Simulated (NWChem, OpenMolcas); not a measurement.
From NWChem to OpenMolcas

This NWChem 7.3.0 job computes triplet P4:

nw.nw:
```
start nw
title "P4"
memory stack 880 mb heap 220 mb global 1100 mb

geometry units angstroms noautosym nocenter noautoz
  P    -0.724800   -0.100000    1.119400
  P     1.294900    0.109800    0.315700
  P    -0.185000   -1.091700   -0.749800
  P    -0.385100    1.081900   -0.685200
end

basis "ao basis" spherical bse
  * library def2-SVPD
end

dft
  xc bhlyp
  mult 3
  grid fine
  convergence energy 1e-08
  iterations 100
  mulliken
  noprint "final vectors analysis"
end

task dft energy
```

```bash
$ nwchem nw.nw > nw.out
```

Geometry: relaxed at PBE0-D4/def2-TZVP. That shape belongs to the parent species and isn't relaxed for this state.

It gives a total energy of -1364.841391 Eh.

Q: Write the same calculation for OpenMolcas 26.06 as an input file of the program's own.

A: For example:

calc.inp:
```
* P4 Kohn-Sham DFT
&gateway
baslib = $CurrDir
coord
4
bohr
P     -1.36967350    -0.18897261     2.11535942
P      2.44700636     0.20749193     0.59658654
P     -0.34959933    -2.06301401    -1.41691665
P     -0.72773353     2.04449469    -1.29484034
basis = def2-SVPD
group = NoSym
&seward
gridinput
Grid=UltraFine
End of Grid
&scf
uhf
spin = 3
ksdft = HYB_GGA_XC_BHANDHLYP
thresholds = 1e-10 1e-07 1e-07 1e-05
prorbitals = 0
```

```bash
$ export MOLCAS_MEM=1860
$ pymolcas calc.inp > calc.log
```

(Basis files named in the input come from the Basis Set Exchange and aren't shown.)

Its energy is -1364.841392 Eh, 0.001 mEh from the first.
